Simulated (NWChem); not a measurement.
System: HS anion

Input file for NWChem:

```
start job
memory heap 200 mb stack 900 mb global 1100 mb
charge -1
geometry units angstroms noautoz
  S      0.000000     0.000000    -0.089389
  H      0.000000     0.000000     1.268529
end
basis spherical
  * library aug-cc-pvtz
end
dft
  xc b3lyp
  iterations 150
  mulliken
end
task dft energy
```

Structure relaxed at the B3LYP/def2-SVPD level. The highest occupied level is positive, so the extra electron may be held by the finite basis.

### Question
What results follow from this input? (B3LYP/aug-cc-pVTZ.) Quantities: basis functions; energy (Ha); highest occupied level (eV); orbital gap (eV).

### Answer
```
Item                           Value
---------------------------  -------
number of basis functions         73
energy (Ha)                  -398.87
highest occupied level (eV)     0.12
orbital gap (eV)                3.23
```
